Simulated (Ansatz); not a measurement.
# H₂MgOS: a ladder of functionals and wavefunction methods

How much do the methods differ for H₂MgOS? The plan is to run it at one geometry with functionals of several rungs and with coupled cluster. The yardstick is the atomisation energy at the CCSD(T) limit.

The runs use Ansatz 0.2.0, Gaussian basis; functionals in def2-TZVPP, the program's frozen cores in correlated methods.

The runs, in order: LDA (SPW92), PBE-D4, revPBE-D4, BLYP-D4, r2SCAN-D4, B97M-V, PBE0-D4, B3LYP-D4, r2SCANh-D4, r2SCAN0-D4, HSE06-D4, BHLYP-D4, CAM-B3LYP-D4, LC-ωPBE, ωB97X-V, ωB97M-V, B2PLYP, PBE-QIDH; CCSD(T)/def2-SVP; CCSD(T)/def2-TZVPP; MP2/def2-QZVPP; extrapolation to the limit; RPA on PBE.

### 1 The relaxed structure

The geometry comes from an earlier relaxation with PBE0-D4 in a triple-zeta def2 set; it is a stationary point.

SMILES `[OH][Mg][SH]`, 5 atoms, charge 0, spin multiplicity 1.

Atoms are counted from 1 here; the program's logs count them from 0.

Bond lengths: O1–Mg2 1.757 Å, O1–H4 0.947 Å, Mg2–S3 2.284 Å, S3–H5 1.345 Å. Angles: Mg2–O1–H4 164.9°, O1–Mg2–S3 178.2°, Mg2–S3–H5 92.7°.

### 2 LDA

This LDA is Slater exchange with PW92 correlation.

File in.yaml:

```yaml
crystal:
  periodic: [false, false, false]
  atoms:
    - {symbol: O, position_ang: [-1.217047, -1.288849, 0.406924]}
    - {symbol: Mg, position_ang: [-0.201283, 0.031558, -0.150630]}
    - {symbol: S, position_ang: [1.077446, 1.793727, -0.840828]}
    - {symbol: H, position_ang: [-1.667382, -2.115482, 0.509926]}
    - {symbol: H, position_ang: [2.058165, 1.505346, 0.033209]}
basis:
  gaussian: {orbitals: def2-TZVPP}
hamiltonian: {xc: lda}
output: {orbitals: {seedname: orbitals}}
```

After this run come: PBE-D4 (GGA); revPBE-D4 (GGA); BLYP-D4 (GGA); r2SCAN-D4 (meta-GGA); B97M-V (meta-GGA); PBE0-D4 (hybrid); B3LYP-D4 (hybrid); r2SCANh-D4 (hybrid); r2SCAN0-D4 (hybrid); HSE06-D4 (hybrid); BHLYP-D4 (hybrid); CAM-B3LYP-D4 (range-separated); LC-ωPBE-D4 (range-separated); ωB97X-V (range-separated); ωB97M-V (range-separated); B2PLYP (double hybrid); PBE-QIDH (double hybrid); CCSD(T) in def2-SVP; CCSD(T) in def2-TZVPP; MP2 in def2-QZVPP; RPA on PBE orbitals.

Q: Predict the results of all the runs planned. Wanted: atomisation energy, CCSD(T)/CBS; farthest beyond LDA; mean size of error, GGA; mean size of error, meta-GGA; mean size of error, hybrid; mean size of error, range-separated; mean size of error, double hybrid; gap, smallest and largest; T1 diagnostic.

**Answer**, as computed:

| quantity | value |
| --- | --- |
| atomisation energy, CCSD(T)/CBS | 1499.7 kJ/mol |
| functionals within 7.5 kJ/mol (0.5 %) | r2SCAN-D4 |
| farthest beyond LDA | BHLYP-D4 (-101.4 kJ/mol) |
| mean size of error, GGA | 34.9 kJ/mol |
| mean size of error, meta-GGA | 15.2 kJ/mol |
| mean size of error, hybrid | 52.5 kJ/mol |
| mean size of error, range-separated | 26.9 kJ/mol |
| mean size of error, double hybrid | 50.5 kJ/mol |
| gap, smallest and largest | 3.82 eV (BLYP-D4), 10.43 eV (LC-ωPBE) |
| T1 diagnostic | 0.0100 |
| triples share of the correlation energy | 2.9 % |

**Reading.** LDA overbinds by 188.3 kJ/mol (13 %). PBE-D4 is off by -12.0 kJ/mol. Double hybrids carry the basis error of their MP2 part in triple zeta, and no dispersion term here, so their miss is partly the set-up's. Taken by rung, meta-GGA functionals do best (15.2 kJ/mol on average) and hybrid ones worst beyond LDA (52.5 kJ/mol). The mean of the hybrids holds BHLYP, with half exact exchange. The reference freezes the cores and leaves out relativity and excitations past (T), so misses under about 7.5 kJ/mol can't be ranked. Hartree-Fock recovers 67 % of the binding; the rest is correlation. CCSD(T) in def2-SVP is off by -149.8 kJ/mol, so the small basis spoils what the method gains. The gap grows from 3.8 to 10.4 eV across the functionals, mostly with the share of exact exchange. Correlated methods include outer-core shells of Mg, which these sets cover unevenly.
